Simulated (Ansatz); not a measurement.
`CC(C)(C)Cl` → `CC(C)Cl` + `[CH2]` (triplet) at 700 K and 1 bar (formal loss of a carbene).

Calculated with Ansatz (gas phase, PBE0-D4/def2-TZVP geometries, no zero-point term in ΔE). CBS: MP2 limit from def2 TZ/QZ plus the TZ coupled-cluster correction, frozen cores. This one scheme is used for every species. Triplets are unrestricted, without spin–orbit coupling.

```tsv
species	CCSD(T)/CBS energy (Eh)	H − E (kJ/mol)	S (J/(mol·K))
`CC(C)(C)Cl`	-617.42843	404.3	446.4
`CC(C)Cl`	-578.16231	313.8	401.8
`[CH2]` (triplet)	-39.09499	70.4	226.8
```

H − E and S are ideal-gas, rigid-rotor, harmonic terms from PBE0-D4/def2-TZVP, with the whole ground term of open shells counted as degenerate. 1 Eh = 2625.50 kJ/mol, R = 8.31446 J/(mol·K).

By hand: ΔE, ΔH, ΔS and ΔG.

ΔE = (-578.16231) + (-39.09499) − (-617.42843) = 0.17113 Eh = 449.3 kJ/mol. Δ(H − E) = 313.8 + 70.4 − 404.3 = -20.1, so ΔH = 429.2 kJ/mol. ΔS = 401.8 + 226.8 − 446.4 = 182.2 J/(mol·K). ΔG = 429.2 − 700 × (182.2)/1000 = 301.7 kJ/mol.

By hand: the equilibrium constant, and the temperature at which ΔG would vanish if ΔH and ΔS stayed fixed.

log₁₀ K = −ΔG/(RT ln 10) = -22.5. ΔG = 0 at ΔH/ΔS = 2356 K.

The number of gas molecules changes by +1, which sets the sign of ΔS. A doubt of 5 kJ/mol in ΔE shifts log₁₀ K by 0.4 here. A triplet takes part, so the spin changes. These are equilibria of isolated gas molecules and say nothing of rates. Largest T1 diagnostic: 0.011 (customary marks: 0.02 for closed shells, 0.045 for open ones).
